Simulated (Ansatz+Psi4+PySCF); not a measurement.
Two shapes of doublet CHO₂.

Shape 1:

```xyz
4

C     0.0000    0.0000    0.0000
H     0.0000    0.0000   -1.0900
O     0.0000    1.1125    0.5915
O     0.0000   -1.1125    0.5915
```

Shape 2:

```xyz
4

C     0.0000    0.0000    0.0000
H     0.0000    0.0000   -1.0900
O     0.0000    1.1266    0.5990
O     0.0000   -1.0984    0.5840
```

Basis set: cc-pVTZ (spherical functions). Correlated methods keep 3 orbitals frozen. Correlation on ROHF uses semicanonical orbitals with singles. Charge 0, multiplicity 2.

Computed with Ansatz (development build ahead of 0.2.0); each method stands on the lowest determinant of its kind that the runs found.

Which shape is lower in energy, and by how much in each method?

| method | E(2) − E(1) (eV) |
| --- | --- |
| ROHF | -0.115 |
| ROHF-MP2 | -0.071 |
| UHF-MP2 | -0.004 |
| UHF-CCSD | 0.003 |
| ROHF-CCSD(T) | -0.053 |

Shape 2 is lower, bar methods that put the two within 0.005 eV. Caution for ROHF, ROHF-MP2, ROHF-CCSD(T): the determinant breaks the point group. Caution for ROHF-MP2, ROHF-CCSD(T): large amplitudes, a single reference is doubtful. Caution for ROHF-MP2, UHF-MP2, ROHF-CCSD(T): another reference gives a lower total. Caution for UHF-MP2, UHF-CCSD: the unrestricted determinant is spin contaminated; a plain start can end on a higher determinant.
